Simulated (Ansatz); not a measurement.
Reaction: C3H4 (SMILES CC#C) → C3H4+ (parent SMILES C#CC, doublet) + e-
Each species at its own B3LYP-D3(BJ)/def2-TZVP minimum (Ansatz, a program for electronic structure).

Wanted: adiabatic ionisation energy (electronic), in eV. UHF or UKS for unpaired electrons; spin-orbit terms are left out. CBS(X,Y): correlation extrapolated as X^-3, Hartree-Fock from the larger set. A bracket is a step between two methods taken in the basis named. The functionals are non-relativistic, so their misses hold any scalar relativity. Double hybrids freeze cores in their MP2 part. 'core' is core correlation in cc-pwCVTZ, 'X2C' scalar relativity in cc-pVTZ-DK, both at CCSD(T). The spin of C3H4+ (parent SMILES C#CC, doublet) was assumed, and the state is the lowest solution found for it.

CCSD(T)/CBS(cc-pVTZ,cc-pVQZ) + [CCSDT(Q) - CCSD(T)]/cc-pVDZ + core + X2C (Ansatz) gives 10.45 eV.

Task: How far off this value is PBE/def2-TZVPD (Ansatz), in which direction, and how far these levels: r2SCAN/def2-TZVPD, B3LYP/def2-TZVPD, PBE0/def2-TZVPD, B2PLYP/def2-TZVPD, CCSD(T)/CBS(cc-pVTZ,cc-pVQZ) + core + X2C?

Result: PBE gives 10.02 eV, 0.43 eV below it. Differences of the others: r2SCAN/def2-TZVPD (Ansatz) -0.48; B3LYP/def2-TZVPD (Ansatz) -0.31; PBE0/def2-TZVPD (Ansatz) -0.37; B2PLYP/def2-TZVPD (Ansatz) -0.22; CCSD(T)/CBS(cc-pVTZ,cc-pVQZ) + core + X2C (Ansatz) 0.01 eV.
